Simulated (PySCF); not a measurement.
# One shape, several levels: [PH2]− (phosphanide)

Aim: a comparison of 4 runs (B2PLYP/6-31G*, B3LYP/6-31G*, UPBE0/6-31G*, CCSDT(Q)/6-31G*) of [PH2]− (phosphanide). Input form: a Python script.

The results are computed with PySCF 2.14.0.

2 further runs of the same task are left out: 2 set aside as unsound or not needed.

## (1) The structure to begin with

The species is [PH2]− (3 atoms), meant as a singlet with charge -1. SMILES: `[PH2-]`. The P1–H3 distance was set to 2.018 Å, away from the relaxed value. At this shape a bond of the SMILES string is far longer than usual.

Bond lengths: P1–H2 1.345 Å. A long bond or contact: P1–H3 2.018 Å.

## (2) The energy at B2PLYP/6-31G(d) (spherical functions) (run 1)

job.py reads:

```python
from pyscf import gto, dft, mp

molecule = gto.M(
    atom=[
    ('P', (1.050656, -0.092036, 0.572680)),
    ('H', (0.657326, 1.191764, 0.492760)),
    ('H', (-0.604500, -0.696650, -0.410180)),
],
    basis='6-31g*',
    spin=0,
    verbose=4,
    max_memory=1860,
    charge=-1,
)

mf = dft.RKS(molecule)
mf.xc = '0.53*HF + 0.47*B88, 0.73*LYP'
mf.conv_tol = 1e-10
mf.grids.level = 5
mf.kernel()
if not mf.converged:
    mf = mf.newton().run(mf.mo_coeff, mf.mo_occ)

pt = mp.MP2(mf, frozen=5).run()
e_tot = mf.e_tot + 0.27 * pt.e_corr
print('PT2 part  %.8f' % (0.27 * pt.e_corr))
print('Final energy', e_tot)
```

Run with:

```sh
$ OMP_NUM_THREADS=1 python job.py
```

The log of the run:

```text
PySCF version 2.14.0

[INPUT] num. atoms = 3
[INPUT] num. electrons = 18
[INPUT] charge = -1
[INPUT] spin (= nelec alpha-beta = 2S) = 0
[INPUT] symmetry False subgroup None
[INPUT] Mole.unit = angstrom
[INPUT] Symbol           X                Y                Z      unit          X                Y                Z       unit  Magmom
[INPUT]  1 P      1.050656000000  -0.092036000000   0.572680000000 AA    1.985452091131  -0.173922833600   1.082208357016 Bohr   0.0
[INPUT]  2 H      0.657326000000   1.191764000000   0.492760000000 AA    1.242166114556   2.252107565116   0.931181445141 Bohr   0.0
[INPUT]  3 H     -0.604500000000  -0.696650000000  -0.410180000000 AA   -1.142339442300  -1.316477704678  -0.775127861774 Bohr   0.0

nuclear repulsion = 10.051782350724
number of shells = 12
number of NR pGTOs = 59
number of NR cGTOs = 22
basis = 6-31g*
ecp = {}

******** <class 'pyscf.dft.rks.RKS'> ********
method = RKS
initial guess = minao
damping factor = 0
level_shift factor = 0
DIIS = <class 'pyscf.scf.diis.CDIIS'>
diis_start_cycle = 1
diis_space = 8
diis_damp = 0
SCF conv_tol = 1e-10
SCF conv_tol_grad = None
SCF max_cycles = 50
direct_scf = True
direct_scf_tol = 1e-13
XC library pyscf.dft.libxc version 7.0.0
    S. Lehtola, C. Steigemann, M. J.T. Oliveira, and M. A.L. Marques.,  SoftwareX 7, 1–5 (2018)
XC functionals = 0.53*HF + 0.47*B88, 0.73*LYP
    A. D. Becke.,  Phys. Rev. A 38, 3098 (1988)
    C. Lee, W. Yang, and R. G. Parr.,  Phys. Rev. B 37, 785 (1988)
    B. Miehlich, A. Savin, H. Stoll, and H. Preuss.,  Chem. Phys. Lett. 157, 200 (1989)
radial grids:
    Treutler-Ahlrichs [JCP 102, 346 (1995); DOI:10.1063/1.469408] (M4) radial grids

becke partition: Becke, JCP 88, 2547 (1988); DOI:10.1063/1.454033
pruning grids: <function nwchem_prune>
grids dens level: 5
symmetrized grids: False
atomic radii adjust function: <function treutler_atomic_radii_adjust>
small_rho_cutoff = 0
Set gradient conv threshold to 1e-05
Initial guess from minao.
tot grids = 90672
init E= -341.958756204386
  HOMO = -0.192694215576332  LUMO = -0.0525046455586997  gap/eV = 3.81475
cycle= 1 E= -342.223556916281  delta_E= -0.265  |g|= 0.275  |ddm|= 1.42
  HOMO = 0.0874365237849439  LUMO = 0.273985176825603  gap/eV = 5.07625
cycle= 2 E= -342.242732128421  delta_E= -0.0192  |g|= 0.213  |ddm|= 0.909
  HOMO = 0.0241468181559998  LUMO = 0.245168201469818  gap/eV = 6.01430
cycle= 3 E= -342.263187759656  delta_E= -0.0205  |g|= 0.011  |ddm|= 0.382
  HOMO = 0.0214934752671383  LUMO = 0.245221003133721  gap/eV = 6.08794
cycle= 4 E= -342.263242863248  delta_E= -5.51e-05  |g|= 0.00331  |ddm|= 0.0235
  HOMO = 0.0212781171509766  LUMO = 0.245706524089561  gap/eV = 6.10701
cycle= 5 E= -342.26324856745  delta_E= -5.7e-06  |g|= 0.00054  |ddm|= 0.00732
  HOMO = 0.0212988121902955  LUMO = 0.24568670598923  gap/eV = 6.10591
cycle= 6 E= -342.263248763696  delta_E= -1.96e-07  |g|= 7.68e-05  |ddm|= 0.00129
  HOMO = 0.0213026913849104  LUMO = 0.245685508979111  gap/eV = 6.10577
cycle= 7 E= -342.263248770832  delta_E= -7.14e-09  |g|= 1.03e-05  |ddm|= 0.000293
  HOMO = 0.021301906611179  LUMO = 0.245685500685207  gap/eV = 6.10579
cycle= 8 E= -342.263248770917  delta_E= -8.54e-11  |g|= 2.2e-06  |ddm|= 2.49e-05
  HOMO = 0.0213020857128896  LUMO = 0.245685547158668  gap/eV = 6.10578
Extra cycle  E= -342.263248770921  delta_E= -3.58e-12  |g|= 6.84e-07  |ddm|= 7.31e-06
converged SCF energy = -342.263248770921

******** <class 'pyscf.mp.mp2.RMP2'> ********
nocc = 4, nmo = 17
frozen orbitals 5
E(RMP2) = -342.397835105992  E_corr = -0.134586335071143
E(SCS-RMP2) = -342.405102045075  E_corr = -0.141853274154121
E_corr(same-spin) = -0.0226734553052893
E_corr(oppo-spin) = -0.111912879765854
PT2 part  -0.03633831
Final energy -342.29958708138986
```

It took 1.6 s on 1 thread of Arm Neoverse V2, shared host; peak memory 0.18 GiB.

## (3) The energy at B3LYP/6-31G(d) (spherical functions) (run 2)

calc.py reads:

```python
from pyscf import gto, dft

system = gto.M(
    atom='''
P      1.985452    -0.173923     1.082208
H      1.242166     2.252108     0.931181
H     -1.142339    -1.316478    -0.775128
''',
    max_memory=1860,
    unit='bohr',
    verbose=3,
    basis='6-31g*',
    charge=-1,
)

calc0 = dft.RKS(system, xc='b3lyp')
calc0.conv_tol = 1e-10
calc0.grids.level = 5
calc0.kernel()
if not calc0.converged:
    calc0 = calc0.newton().run(calc0.mo_coeff, calc0.mo_occ)

e_final = calc0.e_tot
print('E(%s) = %.9f' % ('B3LYP', e_final))
```

Run with:

```sh
$ OMP_NUM_THREADS=1 python calc.py
```

The log of the run:

```text
converged SCF energy = -342.476507577361
E(B3LYP) = -342.476507577
```

Run time: 1.6 s. Hardware: 1 thread of Arm Neoverse V2, shared host; peak memory 0.18 GiB.

Run 3 isn't shown in full; the table further down has it.

## (4) The energy at CCSDT(Q)/6-31G(d) (spherical functions) (run 4)

run.py reads:

```python
from pyscf import gto, scf, cc

mol = gto.M(
    atom='P 1.050656 -0.092036 0.572680; H 0.657326 1.191764 0.492760; H -0.604500 -0.696650 -0.410180',
    max_memory=1860,
    verbose=4,
    charge=-1,
    basis='6-31g*',
)

mf = scf.RHF(mol)
mf.conv_tol = 1e-10
mf.kernel()
if not mf.converged:
    mf = mf.newton().run(mf.mo_coeff, mf.mo_occ)

mycc = cc.CCSDT(mf, frozen=5)
mycc.kernel()
e_bracket, e_q = mycc.ccsdt_q()
etot = mycc.e_tot + e_q
print('E = %.10f Eh' % etot)
```

Run with:

```sh
$ OMP_NUM_THREADS=1 python run.py
```

The log of the run:

```text
PySCF version 2.14.0

[INPUT] num. atoms = 3
[INPUT] num. electrons = 18
[INPUT] charge = -1
[INPUT] spin (= nelec alpha-beta = 2S) = 0
[INPUT] symmetry False subgroup None
[INPUT] Mole.unit = angstrom
[INPUT] Symbol           X                Y                Z      unit          X                Y                Z       unit  Magmom
[INPUT]  1 P      1.050656000000  -0.092036000000   0.572680000000 AA    1.985452091131  -0.173922833600   1.082208357016 Bohr   0.0
[INPUT]  2 H      0.657326000000   1.191764000000   0.492760000000 AA    1.242166114556   2.252107565116   0.931181445141 Bohr   0.0
[INPUT]  3 H     -0.604500000000  -0.696650000000  -0.410180000000 AA   -1.142339442300  -1.316477704678  -0.775127861774 Bohr   0.0

nuclear repulsion = 10.051782350724
number of shells = 12
number of NR pGTOs = 59
number of NR cGTOs = 22
basis = 6-31g*
ecp = {}

[... 37 lines left out ...]
converged SCF energy = -341.77938840115
[... 16 lines left out ...]
WARN: A large `blksize` is being used, which may cause large memory consumption
[... 3 lines left out ...]
WARN: A large `blksize_oovv` is being used, which may cause large memory consumption
[... 3 lines left out ...]
WARN: A large `blksize_oooo` is being used, which may cause large memory consumption
[... 10 lines left out ...]
Init t2, MP2 energy = -341.883696925314  E_corr(MP2) -0.104308524164
[... 14 lines left out ...]
RCCSDT converged
[... 5 lines left out ...]
E = -341.9168944660 Eh
```

It took 1.9 s on 1 thread of Arm Neoverse V2, shared host; peak memory 0.11 GiB.

## (5) All runs side by side

```csv
run,level,frozen core orbitals,follow instability,energy (Eh),HOMO energy (eV),LUMO energy (eV),HOMO–LUMO gap (eV),wall time
1,B2PLYP/6-31G* (spherical functions),5,–,-342.299587,0.58,6.69,6.11,1.6 s
2,B3LYP/6-31G* (spherical functions),–,–,-342.476508,1.75,5.23,3.48,1.6 s
3,UPBE0/6-31G* (spherical functions),–,yes,-342.319156,1.45,5.36,3.91,6.3 s
4,CCSDT(Q)/6-31G* (spherical functions),5,–,-341.916894,-1.09,8.74,9.83,1.9 s
```

## (6) Summary of results

```
                                                    quantity          value
                                         run 4: total energy  -341.91689 Eh
                  run 4: HOMO energy (Hartree–Fock orbitals)       -1.09 eV
                  run 4: LUMO energy (Hartree–Fock orbitals)        8.74 eV
run 4: HOMO–LUMO gap (to an unbound level, set by the basis)        9.83 eV
          run 4: correlation energy (5 core orbitals frozen)     -137.5 mEh
                                        run 4: T1 diagnostic          0.020
```

In words: Over runs 1, 2, 3 the HOMO–LUMO gap runs from 3.48 eV (B3LYP/6-31G*) to 6.11 eV (B2PLYP/6-31G*). The empty levels of an anion lie above zero and hang on the basis. A double hybrid's value is that of its SCF part. Totals of different functionals can't be ranked against each other. In runs 1, 2, 3 the HOMO lies above zero, so the outermost electron may be held by the basis alone. All runs together took 11 s, the longest 6.3 s.
